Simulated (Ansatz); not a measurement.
## Relative stability

The two ends of one reaction step of CH7FSi, singlet (PBE0-D4/def2-TZVP).

A:

```
10
angstrom
Si -0.8870 0.0058 -0.5380
F 2.3053 1.4331 -0.4231
H -0.7836 -0.7792 -1.7943
H -2.3188 0.2536 -0.2298
H -0.2861 1.3528 -0.8181
H 1.3939 1.5056 -0.5832
C 0.0061 -0.8158 0.8770
H -0.0725 -0.2152 1.7858
H 1.0653 -0.9410 0.6435
H -0.4225 -1.7996 1.0803
```

B:

```xyz
10
angstrom
Si -0.8606 0.9663 -1.6341
F 0.7139 1.0631 -1.3601
H -1.0605 0.4049 -2.9909
H -1.4608 0.0812 -0.6092
H -1.4309 2.3311 -1.5447
H 1.3040 -0.3530 0.8697
C 0.8205 -0.9687 1.6272
H 0.0615 -0.3817 2.1442
H 1.5626 -1.3139 2.3466
H 0.3503 -1.8293 1.1515
```

Program: Ansatz 0.2.0. Basis: def2-TZVPP. Cores are frozen in the correlated methods. B3LYP uses VWN-RPA correlation.

Problem. Which structure is lower at CCSD(T), and by how much? (An estimate is asked for; the value comes from the calculation.)

Solution. The calculation gives: B, by 126.7 kJ/mol (electronic energy, against the other). By their contacts, A is a complex of CH₆Si ([CH3][SiH3]) + HF and B is a complex of SiH₃F ([F][SiH3]) + CH₄.

All methods give the same order:

```csv
method,E(B) − E(A) (kJ/mol)
SPW92,-100.3
PBE-D4,-111.0
BLYP-D4,-126.6
r2SCAN-D4,-125.8
B97M-V,-130.3
PBE0-D4,-115.2
B3LYP-D4,-129.4
r2SCAN0-D4,-125.7
BHLYP-D4,-136.6
CAM-B3LYP-D4,-132.7
wB97X-V,-127.4
wB97M-V,-125.8
B2PLYP,-133.4
PBE-QIDH,-122.7
RPA on PBE,-130.7
HF,-156.1
MP2,-127.5
CCSD,-130.4
CCSD(T),-126.7
```

T1 diagnostic: at most 0.010.

Labels in which every atom is bracketed show which atoms are joined, not bond orders.

For scale, one of the runs: CCSD(T)/def2-TZVPP, 202 basis functions, launched by `ansatz run in.yaml --threads 2 --pin off --events-out ev --progress --plain --max-ram 4352MiB`. The run took 50 s on 2 CPU threads of an Intel Xeon Platinum 8259CL (shared host), with 2.5 GiB of host memory at its peak.
